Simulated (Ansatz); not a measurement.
`CCC(O)F` + H₂O → `CCC(O)O` + H–F  (formal hydrolysis of a C–F bond)

Gas-phase electronic energies from Ansatz, PBE0-D4/def2-TZVP geometries. CCSD(T)/CBS is the MP2 limit (def2-TZVPP, def2-QZVPP) plus CCSD(T) − MP2 in def2-TZVPP, frozen cores. This one scheme is used for every species. Functionals use def2-TZVPP. B3LYP here is the variant with VWN-RPA as its local correlation; programs differ in this. Each species was taken in one conformer, which may not be the lowest.

CCSD(T)/CBS gives +4.3 kJ/mol.

(1) Another level gave +13.5 kJ/mol. Which?
A. CCSD/def2-TZVPP
B. B3LYP/def2-TZVPP
C. MP2/def2-TZVPP
D. B2PLYP/def2-TZVPP

Largest T1 diagnostic among the species: 0.010.

Results:

(1) B. B3LYP 13.5, CCSD/def2-TZVPP 5.2, B2PLYP 9.4, MP2/def2-TZVPP 0.5 kJ/mol.

In def2-TZVPP, CCSD(T) changes the Hartree–Fock value by −12.0 kJ/mol (the triples alone add −1.4 kJ/mol) and MP2 by −15.3 kJ/mol. The D4 term adds −3.3 kJ/mol with B3LYP and −1.8 kJ/mol with PBE0; it sums over pairs of atoms, weighted by their polarisabilities, and B3LYP, whose exchange is more repulsive, gets the larger term.

CCSD(T)/CBS has its own doubt, a few kJ/mol and more with outer-core shells, so smaller differences from it don't rank the levels.
